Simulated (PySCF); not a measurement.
# C4H9P: the cost of one run

Computed with PySCF 2.14.0, with density-fitted response routines of our own, on a single molecule, in the gas phase or a continuum. Atoms count from 0, in the outputs and in this text.

### 1 Starting geometry

14 atoms, charge 0, multiplicity 1; geometry from: GFN2-xTB. The atoms were then displaced at random by about 0.01 Å, so the start is not that level's minimum.

Bonds of the start (Å): C0–C1 1.34, C1–P2 1.83, P2–C3 1.86, P2–C4 1.85, C0–H5 1.04, C0–H6 1.10, C1–H7 1.07, C3–H8 1.07, C3–H9 1.12, C3–H10 1.07, C4–H11 1.07, C4–H12 1.08, C4–H13 1.11.

### 2 Optimising the geometry at PBE0-D3(BJ)/def2-TZVP

Job settings and geometry (Å):

```
{"job": {"xc": "PBE0", "basis": "def2-TZVP", "d3": "d3bj", "grid": 2, "shake": 0.01, "kind": "geom"}, "charge": 0, "multiplicity": 1}
C      2.144460    -0.465370     0.018570
C      0.962940    -0.839400     0.521660
P     -0.459740     0.224100     0.964470
C     -0.225750     1.577640    -0.287110
C     -1.746860    -0.775880     0.093430
H      2.926310    -1.128030    -0.172200
H      2.327380     0.585660    -0.244740
H      0.840060    -1.868720     0.793410
H      0.530780     2.260750     0.042840
H     -1.194400     2.133170    -0.313410
H     -0.041420     1.164720    -1.258890
H     -1.468650    -0.952420    -0.928340
H     -1.899820    -1.708630     0.610410
H     -2.702450    -0.222680     0.152150
```

Run with:

```bash
> OMP_NUM_THREADS=2 python probes_run.py task.json out
```

One launch serves the whole session: the jobs run in the order shown.

**Question.** How long does this first job take on 2 threads of INTEL XEON PLATINUM 8581C at 2.10GHz, shared host, and how much memory does it need?

About 62 s, with a peak of 1.1 GiB.
